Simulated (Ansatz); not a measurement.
## CCSD(T) against full CI for several species

Each species is computed at the geometry given (Å), with frozen cores, in Ansatz 0.2.0: RHF-CCSD(T) for singlets, UHF-CCSD(T) otherwise, and full CI in the same basis. The program picks the determinant by trial CCSD, so it needn't be the lowest Hartree–Fock solution. States: NH⁻ Π, NO⁺ Σ⁺ or Δ, HMgNa Σ⁺ or Δ, PS Π. Cases whose determinant has another symmetry than full CI's state, or whose (Q) step broke down, weren't drawn.

Task: Judging by size, spin and bonding, rank them by the size of CCSD(T)'s error in total energy against full CI in the same basis, smallest first (an estimate).
A. NH⁻, doublet, 6-31++G**: N 0.000 0.000 0.000; H 0.000 0.000 0.947
B. HMgNa, singlet, cc-pVTZ: Na 0.000 0.000 -2.902; Mg 0.000 0.000 0.473; H 0.000 0.000 2.429
C. NO⁺, singlet, 6-31G: N 0.000 0.000 0.000; O 0.000 0.000 0.929
D. PS, quartet, 6-31G: P 0.000 0.000 0.000; S 0.000 0.000 2.137

Result: B (11.0 meV), D (17.4 meV), A (28.4 meV), C (36.5 meV).

```csv
species,basis,correlated electrons,CCSD(T) − full CI (meV),CCSDT(Q) − full CI (meV),unpaired electrons (full CI),T1,⟨S²⟩ of the determinant
"HMgNa, singlet",cc-pVTZ,4,11.0,0.4,0.12,0.015,0.00
"PS, quartet",6-31G,11,17.4,0.1,3.03,0.022,3.76
"NH⁻, doublet",6-31++G**,7,28.4,-1.6,1.05,0.023,0.78
"NO⁺, singlet",6-31G,10,36.5,-0.8,0.05,0.012,0.00
```

Unpaired electrons are Σ n²(2−n)² over natural occupations; an open shell counts its own unpaired electrons too. Frozen cores follow each run's orbitals, which moves totals by a few meV.
